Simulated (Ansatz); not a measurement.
CClF2, SMILES `F[C](F)Cl` radical, relaxed with UKS PBE-D4/def2-SVP in Ansatz from a rough embedded geometry. The force threshold is 0.03 eV/Å; the program also tests the step.

Total charge 0; spin multiplicity 2.

Start:

```xyz
4

F     0.634    0.534    1.133
C     0.076    0.035    0.010
F     0.579    0.422   -1.168
Cl   -1.289   -0.991    0.025
```

```tsv
step	energy (eV)	largest force (eV/Å)	largest move (Å)
1	-18970.5929	1.052	0.000
2	-18971.0251	1.535	0.195
3 (rejected)	-18970.9639	3.267	0.190
4	-18971.1468	1.189	0.093
5	-18971.1685	0.806	0.010
6	-18971.1870	0.056	0.015
7 (rejected)	-18971.1859	0.212	0.010
8	-18971.1872	0.020	0.003
```

End:

```xyz
4

F     0.535    0.581    1.067
C     0.269   -0.171    0.005
F     0.516    0.495   -1.117
Cl   -1.320   -0.906    0.045
```

Hardware: 2 threads of a server CPU on a shared host. Wall time 4.9 s, peak host memory 0.14 GiB.
